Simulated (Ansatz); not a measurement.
# Two structures, one formula

Two relaxed structures of HS2O, doublet (PBE0-D4/def2-TZVP; forces vanish, vibrations not checked).

A:

```
4
angstrom
O -1.6056 -0.0831 1.2519
S -0.7728 0.7621 0.1147
S 1.0360 0.1605 0.0747
H -0.9945 -0.7106 1.6656
```

B:

O1  (-1.301, -0.313, 1.110)
S2  (-0.711, 0.784, 0.315)
S3  (1.207, 0.274, -0.321)
H4  (0.804, -0.744, -1.104)
(Å)

Computed with Ansatz 0.2.0 (basis: def2-TZVPP); correlated methods freeze the cores; orbitals are unrestricted. B3LYP uses VWN-RPA correlation.

Problem. Which structure is lower at CCSD(T), and by how much? (Judge from chemistry; the value comes from the calculation.)

Solution. The calculation gives: A, by 0.353 eV (electronic energy, against the other). By their contacts, A is HS₂O ([OH][S][S]) and B is HS₂O ([O][S][SH]).

All methods give the same order:

```
   method  E(B) − E(A) (eV)
   PBE-D4             0.291
r2SCAN-D4             0.296
  PBE0-D4             0.341
 B3LYP-D4             0.310
  wB97M-V             0.358
       HF             0.310
      MP2             0.482
     CCSD             0.350
  CCSD(T)             0.353
```

T1 diagnostic: at most 0.027. ⟨S²⟩ of the unrestricted Hartree–Fock references: 0.78 to 0.79 (a pure state has 0.75).

Labels in which every atom is bracketed show which atoms are joined, not bond orders.

For scale, one of the runs: CCSD(T)/def2-TZVPP, 129 basis functions, launched by `ansatz run in.yaml --threads 2 --pin off --events-out ev --progress --plain --max-ram 4352MiB`. Time: 26 s of wall clock on 2 CPU threads of an Arm Neoverse V2; the host was shared. Peak host memory: 1.3 GiB.
